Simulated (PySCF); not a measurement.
# HC≡CCH2F (C₃H₃F): NMR shifts at several levels of theory, part 2 of 2

PySCF 2.14.0. Atoms count from 0.

### Step 10. NMR shieldings: PBE0/6-31G

What the job is given:

```
{"job": {"kind": "nmr", "xc": "PBE0", "basis": "6-31G", "pop": true}, "charge": 0, "multiplicity": 1}
C      1.622885    -0.287462    -0.375305
C      0.485031    -0.095163    -0.012369
C     -0.885097     0.127854     0.434261
F     -1.512905     1.098307    -0.298285
H      2.634122    -0.460438    -0.695334
H     -0.884024     0.428546     1.496631
H     -1.459794    -0.811086     0.349166
```

Method: GIAO PBE0/6-31G NMR shielding, non-relativistic, gas phase.

The log of the run:

```text
coarse grid: 6208 points
cycle   1  E = -215.5507879592  dE =  4.774e-01  |g| = 4.902e-01  |ddm| = 2.680e+00
cycle   2  E = -215.5163219796  dE =  3.447e-02  |g| = 6.919e-01  |ddm| = 1.502e+00
cycle   3  E = -215.5984943577  dE = -8.217e-02  |g| = 8.862e-02  |ddm| = 8.005e-01
cycle   4  E = -215.6000210992  dE = -1.527e-03  |g| = 4.829e-02  |ddm| = 1.267e-01
cycle   5  E = -215.6005765532  dE = -5.555e-04  |g| = 1.157e-02  |ddm| = 4.533e-02
cycle   6  E = -215.6006107400  dE = -3.419e-05  |g| = 1.193e-03  |ddm| = 1.162e-02
cycle   7  E = -215.6006110861  dE = -3.461e-07  |g| = 3.660e-04  |ddm| = 1.502e-03
final grid: 61344 points
cycle   8  E = -215.5822803307  dE = -1.014e-05  |g| = 5.697e-03  |ddm| = 1.629e-02
cycle   9  E = -215.5822769317  dE =  3.399e-06  |g| = 7.513e-03  |ddm| = 1.197e-02
cycle  10  E = -215.5822873763  dE = -1.044e-05  |g| = 8.561e-04  |ddm| = 6.935e-03
cycle  11  E = -215.5822875229  dE = -1.466e-07  |g| = 3.512e-04  |ddm| = 9.394e-04
cycle  12  E = -215.5822875541  dE = -3.124e-08  |g| = 4.857e-05  |ddm| = 3.595e-04
cycle  13  E = -215.5822875547  dE = -5.519e-10  |g| = 6.938e-06  |ddm| = 4.226e-05
converged SCF energy = -215.5822875547

GIAO shielding tensors (ppm)
atom      isotropic    diamagn.    paramagn.     s11        s22        s33       span
  0 C      122.061     282.809    -160.748     59.396     69.717    237.071    177.675
  1 C      124.651     262.956    -138.305     36.377     39.001    298.575    262.198
  2 C      132.359     239.100    -106.741    104.264    109.355    183.458     79.193
  3 F      430.302     467.481     -37.179    407.738    409.550    473.619     65.881
  4 H       29.965      29.505       0.460     26.045     26.181     37.670     11.625
  5 H       27.592      26.541       1.051     23.196     27.836     31.745      8.549
  6 H       27.593      26.604       0.989     23.197     27.837     31.744      8.547
```

Wall time 1.9 s (1 thread, shared host).

Key values: δ C0 77.5, C1 74.9, C2 67.2, F3 -252.9, H5 5.02, H4 2.65 ppm (means over like atoms).

### Step 11. Shielding tensors: PBE0/6-31G*

Same as in step 10 but for these lines:

```diff
@@ -1,2 +1,2 @@
-{"job": {"kind": "nmr", "xc": "PBE0", "basis": "6-31G", "pop": true}, "charge": 0, "multiplicity": 1}
+{"job": {"kind": "nmr", "xc": "PBE0", "basis": "6-31G*", "pop": true}, "charge": 0, "multiplicity": 1}
 C      1.622885    -0.287462    -0.375305
```

Level: GIAO PBE0/6-31G* NMR shielding, non-relativistic, gas phase.

The log of the run:

```text
coarse grid: 6208 points
cycle   1  E = -215.5905882734  dE =  4.337e-01  |g| = 5.290e-01  |ddm| = 2.679e+00
cycle   2  E = -215.5643381822  dE =  2.625e-02  |g| = 6.826e-01  |ddm| = 1.108e+00
cycle   3  E = -215.6427606941  dE = -7.842e-02  |g| = 9.759e-02  |ddm| = 6.166e-01
cycle   4  E = -215.6443788407  dE = -1.618e-03  |g| = 5.472e-02  |ddm| = 1.174e-01
cycle   5  E = -215.6450818531  dE = -7.030e-04  |g| = 1.382e-02  |ddm| = 4.855e-02
cycle   6  E = -215.6451295403  dE = -4.769e-05  |g| = 1.979e-03  |ddm| = 1.350e-02
cycle   7  E = -215.6451305235  dE = -9.833e-07  |g| = 5.265e-04  |ddm| = 2.120e-03
final grid: 61344 points
cycle   8  E = -215.6265005255  dE = -1.460e-05  |g| = 5.972e-03  |ddm| = 1.597e-02
cycle   9  E = -215.6264967009  dE =  3.825e-06  |g| = 7.923e-03  |ddm| = 1.017e-02
cycle  10  E = -215.6265080061  dE = -1.131e-05  |g| = 9.612e-04  |ddm| = 5.663e-03
cycle  11  E = -215.6265081880  dE = -1.819e-07  |g| = 4.180e-04  |ddm| = 1.015e-03
cycle  12  E = -215.6265082313  dE = -4.334e-08  |g| = 8.466e-05  |ddm| = 3.930e-04
cycle  13  E = -215.6265082329  dE = -1.638e-09  |g| = 6.648e-06  |ddm| = 7.453e-05
cycle  14  E = -215.6265082329  dE = -9.550e-12  |g| = 2.252e-06  |ddm| = 8.239e-06
converged SCF energy = -215.6265082329

GIAO shielding tensors (ppm)
atom      isotropic    diamagn.    paramagn.     s11        s22        s33       span
  0 C      119.911     278.482    -158.571     57.066     66.379    236.287    179.221
  1 C      123.116     253.135    -130.019     34.443     37.721    297.185    262.743
  2 C      127.281     244.296    -117.016     99.567    103.733    178.542     78.976
  3 F      433.994     467.375     -33.381    409.831    417.746    474.405     64.573
  4 H       29.666      30.176      -0.510     25.695     25.813     37.490     11.795
  5 H       27.104      27.005       0.099     22.863     27.631     30.818      7.955
  6 H       27.105      27.189      -0.084     22.865     27.633     30.818      7.953
```

It took 2.6 s on 1 thread, shared host.

In short: δ C0 74.2, C1 71.0, C2 66.9, F3 -235.1, H5 4.86, H4 2.30 ppm (means over like atoms).

### Step 12. Shielding tensors: PBE0/6-311+G(2d,p)

Same as in step 11 but for these lines:

```diff
@@ -1,2 +1,2 @@
-{"job": {"kind": "nmr", "xc": "PBE0", "basis": "6-31G*", "pop": true}, "charge": 0, "multiplicity": 1}
+{"job": {"kind": "nmr", "xc": "PBE0", "basis": "6-311+G(2d,p)", "pop": true}, "charge": 0, "multiplicity": 1}
 C      1.622885    -0.287462    -0.375305
```

Level: GIAO PBE0/6-311+G(2d,p) NMR shielding, non-relativistic, gas phase.

The log of the run:

```text
coarse grid: 6208 points
cycle   1  E = -215.6540047215  dE =  4.278e-01  |g| = 5.077e-01  |ddm| = 4.281e+00
cycle   2  E = -215.6223634163  dE =  3.164e-02  |g| = 6.956e-01  |ddm| = 1.918e+00
cycle   3  E = -215.6998305286  dE = -7.747e-02  |g| = 9.374e-02  |ddm| = 7.900e-01
cycle   4  E = -215.7010487869  dE = -1.218e-03  |g| = 5.459e-02  |ddm| = 2.483e-01
cycle   5  E = -215.7016985076  dE = -6.497e-04  |g| = 1.812e-02  |ddm| = 6.032e-02
cycle   6  E = -215.7017732662  dE = -7.476e-05  |g| = 3.117e-03  |ddm| = 5.367e-02
cycle   7  E = -215.7017755743  dE = -2.308e-06  |g| = 5.778e-04  |ddm| = 5.282e-03
final grid: 61344 points
cycle   8  E = -215.7053679273  dE = -2.897e-05  |g| = 4.387e-03  |ddm| = 9.601e-02
cycle   9  E = -215.7053668196  dE =  1.108e-06  |g| = 5.354e-03  |ddm| = 2.267e-02
cycle  10  E = -215.7053720548  dE = -5.235e-06  |g| = 9.497e-04  |ddm| = 1.038e-02
cycle  11  E = -215.7053721876  dE = -1.328e-07  |g| = 3.305e-04  |ddm| = 1.450e-03
cycle  12  E = -215.7053722060  dE = -1.846e-08  |g| = 1.823e-04  |ddm| = 5.016e-04
cycle  13  E = -215.7053722139  dE = -7.839e-09  |g| = 1.342e-05  |ddm| = 1.962e-04
cycle  14  E = -215.7053722139  dE = -3.064e-11  |g| = 2.995e-06  |ddm| = 4.926e-05
converged SCF energy = -215.7053722139

GIAO shielding tensors (ppm)
atom      isotropic    diamagn.    paramagn.     s11        s22        s33       span
  0 C      103.890     250.018    -146.128     35.954     45.654    230.061    194.107
  1 C      104.584     241.325    -136.742      7.265      8.327    298.158    290.893
  2 C      117.026     248.060    -131.034     87.754     90.725    172.599     84.845
  3 F      418.409     441.153     -22.743    382.436    398.720    474.072     91.636
  4 H       29.036      37.129      -8.092     24.845     24.991     37.274     12.429
  5 H       26.558      29.730      -3.172     22.248     27.138     30.287      8.039
  6 H       26.559      29.785      -3.226     22.249     27.139     30.287      8.038
```

It took 5.5 s on 1 thread, shared host.

Key values: δ C0 82.5, C1 81.9, C2 69.4, F3 -243.7, H5 4.95, H4 2.47 ppm (means over like atoms).

### Step 13. NMR shieldings: PBE0/def2-SVP

Same as in step 12 but for these lines:

```diff
@@ -1,2 +1,2 @@
-{"job": {"kind": "nmr", "xc": "PBE0", "basis": "6-311+G(2d,p)", "pop": true}, "charge": 0, "multiplicity": 1}
+{"job": {"kind": "nmr", "xc": "PBE0", "basis": "def2-SVP", "pop": true}, "charge": 0, "multiplicity": 1}
 C      1.622885    -0.287462    -0.375305
```

Level: GIAO PBE0/def2-SVP NMR shielding, non-relativistic, gas phase.

The log of the run:

```text
coarse grid: 6208 points
cycle   1  E = -215.3922257694  dE =  3.982e-01  |g| = 5.093e-01  |ddm| = 2.826e+00
cycle   2  E = -215.3655002566  dE =  2.673e-02  |g| = 6.602e-01  |ddm| = 1.102e+00
cycle   3  E = -215.4396345807  dE = -7.413e-02  |g| = 9.367e-02  |ddm| = 6.332e-01
cycle   4  E = -215.4409904555  dE = -1.356e-03  |g| = 5.742e-02  |ddm| = 1.112e-01
cycle   5  E = -215.4417802111  dE = -7.898e-04  |g| = 1.295e-02  |ddm| = 4.980e-02
cycle   6  E = -215.4418213793  dE = -4.117e-05  |g| = 2.185e-03  |ddm| = 1.397e-02
cycle   7  E = -215.4418226198  dE = -1.241e-06  |g| = 4.883e-04  |ddm| = 2.373e-03
final grid: 61344 points
cycle   8  E = -215.4740001645  dE = -1.394e-05  |g| = 5.085e-03  |ddm| = 1.367e-02
cycle   9  E = -215.4739976519  dE =  2.513e-06  |g| = 6.581e-03  |ddm| = 9.376e-03
cycle  10  E = -215.4740057007  dE = -8.049e-06  |g| = 8.629e-04  |ddm| = 5.353e-03
cycle  11  E = -215.4740058442  dE = -1.436e-07  |g| = 3.543e-04  |ddm| = 9.351e-04
cycle  12  E = -215.4740058750  dE = -3.073e-08  |g| = 8.588e-05  |ddm| = 3.338e-04
cycle  13  E = -215.4740058767  dE = -1.723e-09  |g| = 6.647e-06  |ddm| = 7.544e-05
cycle  14  E = -215.4740058767  dE = -8.299e-12  |g| = 2.611e-06  |ddm| = 8.993e-06
converged SCF energy = -215.4740058767

GIAO shielding tensors (ppm)
atom      isotropic    diamagn.    paramagn.     s11        s22        s33       span
  0 C      115.928     262.501    -146.573     52.008     61.642    234.133    182.126
  1 C      118.154     261.308    -143.154     27.666     29.701    297.094    269.428
  2 C      127.512     241.381    -113.869     98.333    102.938    181.264     82.931
  3 F      437.739     466.273     -28.533    412.102    422.149    478.966     66.864
  4 H       29.093      33.219      -4.127     24.884     24.977     37.416     12.532
  5 H       26.664      26.727      -0.063     22.439     27.019     30.534      8.096
  6 H       26.665      27.012      -0.347     22.440     27.020     30.534      8.094
```

Wall time 2.8 s (1 thread, shared host).

Key values: δ C0 77.8, C1 75.6, C2 66.2, F3 -223.1, H5 4.68, H4 2.25 ppm (means over like atoms).

### Step 14. Shielding tensors: PBE0/def2-TZVP

Same as in step 13 but for these lines:

```diff
@@ -1,2 +1,2 @@
-{"job": {"kind": "nmr", "xc": "PBE0", "basis": "def2-SVP", "pop": true}, "charge": 0, "multiplicity": 1}
+{"job": {"kind": "nmr", "xc": "PBE0", "basis": "def2-TZVP", "pop": true}, "charge": 0, "multiplicity": 1}
 C      1.622885    -0.287462    -0.375305
```

Level: GIAO PBE0/def2-TZVP NMR shielding, non-relativistic, gas phase.

The log of the run:

```text
coarse grid: 6208 points
cycle   1  E = -215.6778328961  dE =  4.235e-01  |g| = 5.201e-01  |ddm| = 2.627e+00
cycle   2  E = -215.6469233444  dE =  3.091e-02  |g| = 7.022e-01  |ddm| = 2.070e+00
cycle   3  E = -215.7255399908  dE = -7.862e-02  |g| = 9.552e-02  |ddm| = 1.418e+00
cycle   4  E = -215.7267633978  dE = -1.223e-03  |g| = 5.720e-02  |ddm| = 9.075e-02
cycle   5  E = -215.7274805786  dE = -7.172e-04  |g| = 1.852e-02  |ddm| = 6.005e-02
cycle   6  E = -215.7275586542  dE = -7.808e-05  |g| = 3.058e-03  |ddm| = 2.342e-02
cycle   7  E = -215.7275608576  dE = -2.203e-06  |g| = 6.030e-04  |ddm| = 3.740e-03
final grid: 61344 points
cycle   8  E = -215.7258418279  dE = -3.743e-05  |g| = 4.617e-03  |ddm| = 1.042e-01
cycle   9  E = -215.7258406493  dE =  1.179e-06  |g| = 5.518e-03  |ddm| = 8.416e-03
cycle  10  E = -215.7258461818  dE = -5.533e-06  |g| = 1.033e-03  |ddm| = 5.036e-03
cycle  11  E = -215.7258463368  dE = -1.550e-07  |g| = 3.821e-04  |ddm| = 1.788e-03
cycle  12  E = -215.7258463634  dE = -2.661e-08  |g| = 1.981e-04  |ddm| = 3.771e-04
cycle  13  E = -215.7258463725  dE = -9.150e-09  |g| = 1.320e-05  |ddm| = 3.400e-04
cycle  14  E = -215.7258463725  dE = -3.001e-11  |g| = 2.752e-06  |ddm| = 3.482e-05
converged SCF energy = -215.7258463725

GIAO shielding tensors (ppm)
atom      isotropic    diamagn.    paramagn.     s11        s22        s33       span
  0 C      104.505     267.099    -162.594     36.771     46.546    230.199    193.428
  1 C      104.582     266.027    -161.445      7.028      8.611    298.107    291.078
  2 C      115.396     232.778    -117.381     85.685     88.907    171.598     85.913
  3 F      420.649     463.913     -43.265    387.543    401.896    472.507     84.964
  4 H       29.030      29.735      -0.705     24.826     25.009     37.254     12.428
  5 H       26.571      27.350      -0.779     22.325     27.194     30.194      7.869
  6 H       26.572      27.341      -0.769     22.326     27.195     30.194      7.867
```

Wall time 6.6 s (1 thread, shared host).

This run: δ C0 82.1, C1 82.1, C2 71.3, F3 -241.8, H5 4.91, H4 2.45 ppm (means over like atoms).

### Step 15. Comparing the runs: NMR shifts

Shifts (ppm), means over like atoms, with basis size and wall time (the measured row can stand on another reference than the computed rows):

```csv
run,C0,C1,C2,H5,H4,F3,functions,time
WP04/pcSseg-2,78.1,76.6,75.4,4.83,2.27,-229.6,186,9.6 s
B97-2/pcSseg-2,82.4,82.0,72.6,4.93,2.41,-240.2,186,9.6 s
BHandHLYP/pcSseg-2,85.8,82.6,70.3,4.80,2.61,-224.1,186,8.9 s
CAM-B3LYP/pcSseg-2,86.6,85.4,73.6,4.93,2.52,-236.5,186,12 s
wB97X-D/pcSseg-2,86.3,84.6,72.8,4.83,2.48,-236.2,186,12 s
LC-wPBE/pcSseg-2,91.9,88.1,74.1,4.79,2.49,-228.0,186,15 s
PBE0/STO-3G,70.4,60.1,53.2,2.53,2.69,-146.1,23,1.1 s
PBE0/6-31G,77.5,74.9,67.2,5.02,2.65,-252.9,42,1.9 s
PBE0/6-31G*,74.2,71.0,66.9,4.86,2.30,-235.1,62,2.6 s
"PBE0/6-311+G(2d,p)",82.5,81.9,69.4,4.95,2.47,-243.7,126,5.5 s
PBE0/def2-SVP,77.8,75.6,66.2,4.68,2.25,-223.1,71,2.8 s
PBE0/def2-TZVP,82.1,82.1,71.3,4.91,2.45,-241.8,142,6.6 s
measured,–,–,–,–,–,-217.5,–,–
```

Measured: G. Saielli, R. Bini, A. Bagno, Computational 19F NMR. 2. Organic compounds, RSC Adv. 2014, ESI (exp. from Berger-Braun-Kalinowski 1994 and Everett 1995).

### Step 16. Outcome

This closing draws on all 2 parts.

| quantity | value |
| --- | --- |
| point group | Cs |
| rotational constants (main isotopes) | 36.53, 4.58, 4.18 GHz |
| ¹³C shifts against TMS (WP04/pcSseg-2) | 78.1, 76.6, 75.4 ppm |
| ¹H shifts against TMS (WP04/pcSseg-2, means over atoms taken as alike) | 4.83, 2.27 ppm |
| ¹⁹F shifts against CFCl3 (WP04/pcSseg-2) | -229.6 ppm |
| measured, and computed on the same scale | F3 δ -217.5, -229.6 ppm |
| range of the shift of F3 | -252.9 to -146.1 ppm |
| property runs in this session | 12, of which 0 failed and 1 gave unsound results |

Single values in the summary come from the first run of each kind that ended normally (WP04/pcSseg-2), which need not be the best level. Over 4 steps the energy fell by 0.033 eV; of the close pairs, C2–H6 changed most, 1.093 to 1.104 Å. No frequency check was run at this level, so the end point may be a saddle. The most deshielded hydrogen is H5, H6 (mean) (hydrogen on a propargylic sp3 CH2 bonded to F), at 4.83 ppm: its carbon carries F, hence the downfield position. At WP04/pcSseg-2: The widest tensor belongs to C1: span 303 ppm, with a paramagnetic part of -171 ppm. The one measured ¹⁹F shift is missed by -12.1 ppm (computed less measured, unscaled). Vibration, temperature and solvent are missing from the calculation, so part of the miss against the measured shifts is not the functional's. In ppm, F3 moves most: its shift spreads over 106.8 ppm, from -252.9 (PBE0/6-31G) to -146.1 (PBE0/STO-3G). A minimal basis is unusable for shieldings, so that end is no result. Most of that comes from the computed reference, not from the atom's own shielding. For the one measured ¹⁹F shift, PBE0/def2-SVP misses least (5.6 ppm, 2.8 s) and PBE0/STO-3G most (71.4 ppm, 1.1 s). One molecule ranks no method: errors cancel, and vibration and temperature are missing from all runs.
